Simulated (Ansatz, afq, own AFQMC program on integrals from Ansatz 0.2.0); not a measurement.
AlBH, quartet in 6-31G, levels against full CI

```xyz
3

B     0.0000    0.0000    0.2519
Al    0.0000    0.0000   -1.6889
H     0.0000    0.0000    1.4370
```

Connectivity, by distances: BH–Al.

Basis 6-31G. Only valence electrons are correlated. Integrals, coupled cluster, full CI and functionals: Ansatz 0.2.0; the random walks run on the same integrals in our own AFQMC program. ph-AFQMC/CISD is guided by a CISD state made of CCSD amplitudes; releasing the constraint for a short imaginary time cuts its bias at the price of noise, slowly where states lie close. Uncertainties: one standard error, sampling alone.

Determinant: UHF, the one that the program's search chose, which needn't be the lowest solution. The geometry is a point of a scan.

Full CI on the same integrals is exact in this basis and with this determinant's frozen core.

Cautions: lower spins were not checked.

The T1 diagnostic is 0.0246. The weight of the determinant in the CISD state is 0.913. The ⟨S²⟩ of the determinant is 3.759 and the size of the correlated space is 7 electrons in 18 orbitals.

Reference: full CI, correlation energy -2.368 eV. The released energy is read at 2.40 1/Eh (meV from the phaseless value at times in 1/Eh: -3.0 ± 2.1 at 0.24, -5.6 ± 1.6 at 0.51, -9.6 ± 1.3 at 0.99, -9.2 ± 1.2 at 1.62, -13.0 ± 1.5 at 2.40).

| level | E − E(reference) (kJ/mol) | share of correlation (%) |
| --- | --- | --- |
| HF | 228.4 | 0.00 |
| MP2 | 62.4 | 72.68 |
| CCSD | 9.7 | 95.77 |
| CCSD(T) | 3.0 | 98.68 |
| CCSDT | 0.9 | 99.62 |
| CCSDT(Q) | 0.2 | 99.91 |
| CCSDTQ | 0.1 | 99.98 |
| ph-AFQMC/HF | 13.4 ± 2.0 | 94.13 |
| ph-AFQMC/CISD | 1.6 ± 0.3 | 99.29 |
| released AFQMC | 0.4 ± 0.1 | 99.84 |

CCSDT and higher add their correlation energy to the determinant of the CCSD(T) run, since their own runs factorise the integrals more tightly (a shift of under 2 meV). A walk keeps the symmetry of its determinant, which the program's search chose and which needn't be the lowest solution, so a lower state of the same spin and another symmetry isn't excluded. Released energies are given only where the last usable release times agree within the noise; a slower fall can still hide under it.
